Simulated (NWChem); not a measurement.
Species: Li$_{2}$; SMILES [Li][Li]

```xyz
2

Li     0.0000     0.0000    -1.3936
Li     0.0000     0.0000     1.3936
```
Atoms are numbered in this order, from 1.

Program: NWChem. Structure relaxed at the PBE0/def2-SVP level. Total energies compare along this basis series because the functional is fixed.

```
level                     basis functions  energy (Ha)  highest occupied level (eV)  orbital gap (eV)
------------------------  ---------------  -----------  ---------------------------  ----------------
Hartree-Fock/3-21G                     18     -14.7692                        -4.84              5.08
Hartree-Fock/pcseg-1                   18     -14.8596                        -4.84              5.22
Hartree-Fock/aug-pcseg-1               26     -14.8597                        -4.85              4.94
Hartree-Fock/pcseg-2                   30     -14.8679                        -4.89              5.15
Hartree-Fock/def2-TZVPP                38     -14.8713                        -4.89              5.22
Hartree-Fock/def2-QZVP                 70     -14.8718                        -4.89              5.03
```
